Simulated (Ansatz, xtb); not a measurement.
# Isomers of CH2O in order of energy

3 gas-phase structures of CH2O, found in a search over its isomers (lower ones may exist). Each was relaxed with GFN2-xTB; where two conformers were screened, the lower at r2SCAN-D4/def2-SVP is listed:

A. `[CH]O`, a singlet
B. `C=O`, a singlet
C. `[CH]O`, a triplet

Make a reasoned guess at their ranking by r2SCAN-D4/def2-SVP single-point energy.

Calculated order at r2SCAN-D4/def2-SVP: B (0.000), A (2.398), C (3.048) eV.

Energies above the lowest of each column, in eV; the last columns are at PBE-D3(BJ)/def2-SVP geometries and were run for some of them only (a dash: not run or not comparable):

```tsv
structure	GFN2-xTB	HF/STO-3G	r2SCAN-D4/def2-SVP	PBE-D3(BJ)/def2-SVP	CCSD(T)/def2-TZVPP
B	0.000	0.000	0.000	0.000	0.000
A	2.244	2.096	2.398	2.409	2.224
C	–	2.112	3.048	–	–
```

Every level run on B puts it lowest or level with the lowest. Some further structures that were screened fall inside this span and aren't listed. Flexible structures stand in one conformer each, not always the lowest. Frequencies (PBE-D3(BJ)/def2-SVP) were run for A, B alone. GFN2-xTB has no spin polarisation and isn't compared across spin states. Open shells are spin-unrestricted.

Programs: Ansatz 0.2.0, xtb 6.7.1.
